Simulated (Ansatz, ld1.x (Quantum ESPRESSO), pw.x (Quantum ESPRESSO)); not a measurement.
Ba: does the TM potential hold in the solid?

ld1.x (Quantum ESPRESSO) 7.5 input, shortened:

```
&input
   title='Ba', zed=56., rel=1, dft='PBE', iswitch=3,
   config='[Xe] 5d0 6s2 6p0'
 /
 &inputp
   pseudotype=2, tm=.true., lloc=0,
   nlcc=.true., new_core_ps=.true.
 /
3
6P  2  1   0.00   0.00  4.36  4.36  0.0
5D  3  2   0.00   0.00  3.40  3.40  0.0
6S  1  0   2.00   0.00  3.25  3.25  0.0
 &test
   configts(1)='5d0 6s2 6p0'
 /
```

Atomic tests: cutoffs needed: 6 Ry and 12 Ry (the cutoffs (Ry, on a coarse ladder) from which the occupation-weighted sum of valence levels, in a spherical-Bessel basis at the reference potential, stays within 10 and 1 mRy of its value at 400 Ry); ghost test: no extra level below or beside the all-electron valence levels (p, d, s, f tested) (spherical-Bessel basis up to 400 Ry, 20 bohr box); largest excitation error: -48 meV (all-electron minus pseudo) for 5d1 6s0 6p0, out of 7 test configurations.

Crystal test: bcc Ba in pw.x 7.5, no spin, 9³ k-points, Fermi–Dirac smearing 0.01 Ry, cutoffs 50/200 Ry. The reference is all-electron LAPW (Ansatz 0.2.0) with the same functional, mesh and smearing; V0 and B0 come from Birch–Murnaghan fits to the pressures at five volumes. Errors are pseudo minus all-electron; Δ is the rms difference of the E(V) curves that follow from these fits, minima aligned, over ±6 % about the mean V0. Mesh and smearing are coarse, so the numbers serve the comparison and aren't converged zero-temperature values; the lattice is a test structure that the element need not adopt.

All-electron: a0 = 5.031 Å (V0 = 63.67 Å³/atom), B0 = 8.4 GPa.

Task: How far does the potential miss the all-electron equation of state?

Result: mean pressure error (GPa): +0.30; a0 (Å): 5.082; a0 error (%): +1.02; B0 error (%): +8.5; Δ (meV/atom): 3.8. The largest radius (4.36 bohr) exceeds half the bond length (4.12 bohr), so the spheres overlap, which is one possible source of error among others. This is a poor potential for the solid. The logarithmic derivative shows an extra or strongly shifted pseudo pole above the reference energy (s near 1.24 Ry).

```csv
V (Å³/atom),P all-electron (GPa),P pseudo (GPa)
60.428,0.47,0.86
62.018,0.23,0.57
63.608,0.01,0.30
65.198,-0.19,0.06
66.788,-0.38,-0.15
```

Task: At the middle volume, how do free energy and pressure move when the wave cutoff is lowered (ecutrho kept at four times it)?

Result:

```
cutoff (Ry)  shift of F (meV/atom)  shift of P (GPa)
         22                   +1.2             -0.01
         30                   +0.5             -0.00
         40                   +0.1             +0.00
```

Input at the middle volume:

```
&control
  calculation='scf', prefix='x', pseudo_dir='./', outdir='./tmp', tstress=.true., disk_io='none'
/
&system
  ibrav=0, nat=1, ntyp=1, ecutwfc=50, ecutrho=200, nbnd=8,
  occupations='smearing', smearing='fd', degauss=0.01
/
&electrons
  conv_thr=1e-09, mixing_beta=0.4, electron_maxstep=70
/
ATOMIC_SPECIES
Ba 1.0 Ba.UPF
CELL_PARAMETERS angstrom
  -2.51468688 2.51468688 2.51468688
  2.51468688 -2.51468688 2.51468688
  2.51468688 2.51468688 -2.51468688
ATOMIC_POSITIONS crystal
Ba 0.0000 0.0000 0.0000
K_POINTS automatic
9 9 9 0 0 0
```

```bash
pw.x < Ba.scf.in > Ba.scf.out
```

Lines of the output:

```
Message from routine setup:
     using ibrav=0 with symmetry is DISCOURAGED, use correct ibrav instead
     lattice parameter (alat)  =       8.2308  a.u.
     unit-cell volume          =     429.2481 (a.u.)^3
     number of electrons       =         2.00
     number of Kohn-Sham states=            8
     kinetic-energy cutoff     =      50.0000  Ry
     charge density cutoff     =     200.0000  Ry
     scf convergence threshold =      1.0E-09
     Exchange-correlation= PBE
     number of k points=    35  Fermi-Dirac smearing, width (Ry)=  0.0100
     iteration #  1     ecut=    50.00 Ry     beta= 0.40
     total energy              =      -7.35091587 Ry
     estimated scf accuracy    <       0.00111846 Ry
     iteration #  2     ecut=    50.00 Ry     beta= 0.40
     total energy              =      -7.35109929 Ry
     estimated scf accuracy    <       0.00040470 Ry
     iteration #  3     ecut=    50.00 Ry     beta= 0.40
     total energy              =      -7.35113900 Ry
     estimated scf accuracy    <       0.00000877 Ry
     iteration #  4     ecut=    50.00 Ry     beta= 0.40
     total energy              =      -7.35114089 Ry
     estimated scf accuracy    <       0.00000002 Ry
     iteration #  5     ecut=    50.00 Ry     beta= 0.40
     total energy              =      -7.35114093 Ry
     estimated scf accuracy    <          2.5E-09 Ry
     iteration #  6     ecut=    50.00 Ry     beta= 0.40
     total energy              =      -7.35114093 Ry
     estimated scf accuracy    <          2.5E-09 Ry
     iteration #  7     ecut=    50.00 Ry     beta= 0.40
     the Fermi energy is     1.6920 ev
!    total energy              =      -7.35114093 Ry
     estimated scf accuracy    <          1.6E-11 Ry
     smearing contrib. (-TS)   =      -0.00642283 Ry
     The total energy is F=E-TS. E is the sum of the following terms:
     one-electron contribution =       1.14217792 Ry
     hartree contribution      =       0.00310318 Ry
     xc contribution           =      -6.95835768 Ry
     ewald contribution        =      -1.53164153 Ry
     convergence has been achieved in   7 iterations
          total   stress  (Ry/bohr**3)                   (kbar)     P=        3.02
     Message from routine punch:
     Nothing written, as per user request (disk_io='none')
```

The run at the middle volume (35 k-points, 7 iterations) took about 8.6 s on one core of a shared host (Neoverse-V1, 32 threads, 247 GiB, load 12).
